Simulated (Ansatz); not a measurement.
Ansatz (a first-principles code) input (B3LYP-D3(BJ)/def2-TZVP):

Ansatz 0.2 input:
```yaml
crystal:
  periodic: [false, false, false]
  atoms:
    - {symbol: C, position_ang: [0.08594205, 0.89101622, -0.09018807]}
    - {symbol: O, position_ang: [0.13178030, 0.21827224, 1.08295811]}
    - {symbol: C, position_ang: [0.12926788, -0.55487176, -0.11701210]}
    - {symbol: H, position_ang: [-0.69991718, 1.58286154, -0.33021368]}
    - {symbol: H, position_ang: [-0.76658885, -1.14786057, -0.27183495]}
    - {symbol: H, position_ang: [1.06495206, -1.04900811, -0.34581335]}
basis:
  gaussian:
    orbitals: def2-TZVP
hamiltonian:
  xc: b3lyp
  dispersion: d3bj
magnetization: {spin_polarized: true, initial_magnetization: 1}
relax: {f_tol: 0.002, max_steps: 150}
```

Output:

```
Functional definition: B3LYP
integrals: 0.02 GiB planned
643 factors; their error is unknown
mean field: 0.36 GiB planned
mean field evaluation 1: about -4164.4763 eV, gradient 2.9e1 eV
mean field evaluation 2: about -4163.0399 eV, gradient 3.5e1 eV
mean field evaluation 4: about -4168.1932 eV, gradient 2.4e0 eV
mean field evaluation 8: about -4168.2138 eV, gradient 6.7e-2 eV
mean field evaluation 16: about -4168.2052 eV, gradient 5.0e-5 eV
mean field -4168.20517378 eV, -153.1787148253 hartree, gradient 5.0e-5 eV, S^2 0.753090; 0 other end points of the search recorded, 0 dependent functions left out
the calculation of the forces begins
reference -4168.20537740 eV, -153.1787223084 hartree; 12, 11 occupied and 99, 100 virtual orbitals, 643 factors
relax step   1: F+E_penalty+E_count = -4168.32039247 eV  Δ(F+E_penalty+E_count) = +0.000e0 eV  max|allowed force component| = 1.226e0 eV/Å  Δτ_max = 0.0000 Å  (28 SCF iters, accepted)
these checks for a lower state are left out or cut short: starts, cluster_reference, orbital_swaps, neighbouring_geometries, increment
integrals: 0.02 GiB planned
643 factors; their error is unknown
mean field: 0.36 GiB planned
mean field -4168.22381558 eV, -153.1793998990 hartree, gradient 1.5e-5 eV, S^2 0.753108; 0 other end points of the search recorded, 0 dependent functions left out
the calculation of the forces begins
reference -4168.22401939 eV, -153.1794073887 hartree; 12, 11 occupied and 99, 100 virtual orbitals, 643 factors
relax step   2: F+E_penalty+E_count = -4168.33888627 eV  Δ(F+E_penalty+E_count) = -1.849e-2 eV  max|allowed force component| = 6.777e-1 eV/Å  Δτ_max = 0.0138 Å  (34 SCF iters, accepted)
these checks for a lower state are left out or cut short: starts, cluster_reference, orbital_swaps, neighbouring_geometries, increment
integrals: 0.02 GiB planned
643 factors; their error is unknown
mean field: 0.36 GiB planned
mean field -4168.23293879 eV, -153.1797351706 hartree, gradient 1.6e-5 eV, S^2 0.753134; 0 other end points of the search recorded, 0 dependent functions left out
the calculation of the forces begins
reference -4168.23314238 eV, -153.1797426527 hartree; 12, 11 occupied and 99, 100 virtual orbitals, 643 factors
relax step   3: F+E_penalty+E_count = -4168.34791745 eV  Δ(F+E_penalty+E_count) = -9.031e-3 eV  max|allowed force component| = 1.131e-1 eV/Å  Δτ_max = 0.0134 Å  (34 SCF iters, accepted)
these checks for a lower state are left out or cut short: starts, cluster_reference, orbital_swaps, neighbouring_geometries, increment
integrals: 0.02 GiB planned
643 factors; their error is unknown
mean field: 0.36 GiB planned
mean field evaluation 32: about -4168.2418 eV, gradient 5.2e-1 eV
mean field -4168.23343253 eV, -153.1797533155 hartree, gradient 1.5e-5 eV, S^2 0.753129; 0 other end points of the search recorded, 0 dependent functions left out
the calculation of the forces begins
reference -4168.23363603 eV, -153.1797607937 hartree; 12, 11 occupied and 99, 100 virtual orbitals, 643 factors
relax step   4: F+E_penalty+E_count = -4168.34844169 eV  Δ(F+E_penalty+E_count) = -5.242e-4 eV  max|allowed force component| = 2.948e-2 eV/Å  Δτ_max = 0.0043 Å  (35 SCF iters, accepted)
these checks for a lower state are left out or cut short: starts, cluster_reference, orbital_swaps, neighbouring_geometries, increment
integrals: 0.02 GiB planned
643 factors; their error is unknown
mean field: 0.36 GiB planned
mean field -4168.23346177 eV, -153.1797543898 hartree, gradient 1.5e-5 eV, S^2 0.753132; 0 other end points of the search recorded, 0 dependent functions left out
the calculation of the forces begins
reference -4168.23366526 eV, -153.1797618679 hartree; 12, 11 occupied and 99, 100 virtual orbitals, 643 factors
relax step   5: F+E_penalty+E_count = -4168.34847125 eV  Δ(F+E_penalty+E_count) = -2.957e-5 eV  max|allowed force component| = 8.216e-3 eV/Å  Δτ_max = 0.0018 Å  (36 SCF iters, accepted)
these checks for a lower state are left out or cut short: starts, cluster_reference, orbital_swaps, neighbouring_geometries, increment
integrals: 0.02 GiB planned
643 factors; their error is unknown
mean field: 0.36 GiB planned
mean field -4168.23346818 eV, -153.1797546256 hartree, gradient 1.5e-5 eV, S^2 0.753132; 0 other end points of the search recorded, 0 dependent functions left out
the calculation of the forces begins
reference -4168.23367167 eV, -153.1797621037 hartree; 12, 11 occupied and 99, 100 virtual orbitals, 643 factors
relax step   6: F+E_penalty+E_count = -4168.34847635 eV  Δ(F+E_penalty+E_count) = -5.095e-6 eV  max|allowed force component| = 1.475e-3 eV/Å  Δτ_max = 0.0006 Å  (36 SCF iters, accepted)
integrals: 0.02 GiB planned
643 factors; their error is unknown
mean field: 0.36 GiB planned
mean field evaluation 64: about -4168.2423 eV, gradient 3.8e-1 eV
mean field -4168.23346818 eV, -153.1797546256 hartree, gradient 1.5e-5 eV, S^2 0.753132; 1 other end points of the search recorded, 0 dependent functions left out
the calculation of the forces begins
reference -4168.23367167 eV, -153.1797621037 hartree; 12, 11 occupied and 99, 100 virtual orbitals, 643 factors
Total energy: -4168.34867983 eV, -153.1839885757 hartree
Atom 0 at     0.080386     0.882957    -0.093063 Å, force     0.001475    -0.000610     0.000422 eV/Å
Atom 1 at     0.128418     0.232713     1.103547 Å, force    -0.000425     0.000040    -0.000054 eV/Å
Atom 2 at     0.130939    -0.560765    -0.136304 Å, force    -0.000418     0.001101     0.000279 eV/Å
Atom 3 at    -0.699547     1.600570    -0.327964 Å, force    -0.000207     0.000153    -0.000313 eV/Å
Atom 4 at    -0.765805    -1.157701    -0.269990 Å, force    -0.000124    -0.001257     0.000145 eV/Å
Atom 5 at     1.071045    -1.057364    -0.348331 Å, force    -0.000302     0.000573    -0.000479 eV/Å
Dipole moment:    -0.142052    -0.145900    -0.293631 e Å
```

It need not be the lowest isomer of its formula.
